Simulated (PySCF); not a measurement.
# Converging BO⁻ in the basis (PBE0)

PySCF, UKS reference; singlet, unpaired electrons none; De to B + O⁻ without counterpoise correction.

```csv
basis,relativity,functions,Re (Å),ωe (cm⁻¹),De (eV),μ (D)
def2-SVPD,no relativity,43,1.236,1763,9.53,2.25
aug-cc-pVDZ,no relativity,46,1.240,1720,9.27,2.38
def2-TZVPPD,no relativity,77,1.233,1752,9.45,2.32
```

**Question.** How does each smaller set differ from the one with most functions, def2-TZVPPD?

**Answer.** def2-SVPD: +0.3 pm, +0.6 % in ωe, +0.08 eV in De; aug-cc-pVDZ: +0.7 pm, -1.8 % in ωe, -0.18 eV in De. All at PBE0; the set with most functions is neither the basis-set limit nor always the best.

A positive dipole points towards O; it is taken about the centre of mass and depends on that origin. For an ion De counts to the pair picked by the measured ionisation energies or electron affinities, which need not be the lowest pair at this level.
